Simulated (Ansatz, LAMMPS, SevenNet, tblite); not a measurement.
**Zinc-blende HgTe, lattice parameter a**

Reference value: 6.46 Å (measured, room temperature, not corrected to a static lattice; as tabulated in Cava et al. (2013), arXiv:1302.1059).

```json
[
 {"level (code)": "Stillinger–Weber CdTeZnSeHgS0.sw (LAMMPS)", "value (Å)": "6.460", "difference (%)": "0.00"},
 {"level (code)": "GFN1-xTB (tblite)", "value (Å)": "6.641", "difference (%)": "+2.80"},
 {"level (code)": "SevenNet-0", "value (Å)": "6.665", "difference (%)": "+3.17"},
 {"level (code)": "LDA (Ansatz)", "value (Å)": "6.435", "difference (%)": "-0.39"},
 {"level (code)": "PBE (Ansatz)", "value (Å)": "6.650", "difference (%)": "+2.94"},
 {"level (code)": "PBE+SOC (Ansatz)", "value (Å)": "6.629", "difference (%)": "+2.62"},
 {"level (code)": "PBEsol (Ansatz)", "value (Å)": "6.509", "difference (%)": "+0.76"},
 {"level (code)": "PBE-D4 (Ansatz)", "value (Å)": "6.542", "difference (%)": "+1.27"},
 {"level (code)": "rVV10 (Ansatz)", "value (Å)": "6.664", "difference (%)": "+3.16"},
 {"level (code)": "r²SCAN (Ansatz)", "value (Å)": "6.573", "difference (%)": "+1.75"},
 {"level (code)": "r²SCAN+SOC (Ansatz)", "value (Å)": "6.550", "difference (%)": "+1.39"},
 {"level (code)": "PBE0 (Ansatz)", "value (Å)": "6.558", "difference (%)": "+1.52"}
]
```

Leaving aside Stillinger–Weber CdTeZnSeHgS0.sw (doubt noted below): The reference is not for a static lattice or low temperature, so close values are not ranked against it. Off by more than 1.25 %, or 1.75 % on the side where a correction would as a rule narrow the miss (bounds picked here): SevenNet-0 (+3.17 %), rVV10 (+3.16 %), PBE (+2.94 %), GFN1-xTB (+2.80 %), PBE+SOC (+2.62 %), r²SCAN (+1.75 %), PBE0 (+1.52 %), r²SCAN+SOC (+1.39 %), PBE-D4 (+1.27 %).

The reference isn't brought to a static lattice, while the calculations are for one, so the differences are not the levels' errors alone. A static lattice is as a rule a little smaller than the measured one.  Density-functional levels without +SOC have no spin–orbit coupling. Stillinger–Weber CdTeZnSeHgS0.sw: the potential file covers more elements than this solid holds. GFN1-xTB: the method was fitted mainly to molecules. GFN1-xTB: the run uses a supercell at the zone centre in place of a k mesh. Cutoffs and k meshes differ between the levels. Ansatz's density-functional and Hartree–Fock values are scalar-relativistic unless marked +SOC, with PAW data made under PBE.

Empirical potentials (Stillinger–Weber CdTeZnSeHgS0.sw) are fitted to chosen data: where that held the value shown, agreement is built in, and what lay outside the fit can be far off. Machine-learned potentials (SevenNet-0) are trained on DFT data: a solid inside that data is no test of them.

Differences are worked out from the printed values.

Ansatz is a first-principles code.
